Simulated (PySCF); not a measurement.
We consider rock-salt KBr, described by MP2 in PySCF (GTH pseudopotentials, Gaussian basis).

The same calculation (at the measured cell, 35.908 Å³/atom) with different numerical settings; throughout: k mesh 2×2×2:

| run | basis | correlation energy (eV/atom) | total energy (eV/atom) |
|---|---|---|---|
| 1 | DZ | -2.3254 | -565.2711 |
| 2 | TZ | -4.3345 | -567.3339 |
| 3 | QZ | -5.3433 | -568.3605 |

In the column total energy (eV/atom) the first row differs from the last by +3.0894 and the next to last by +1.0266.

The last row is no converged limit: other settings stay fixed.
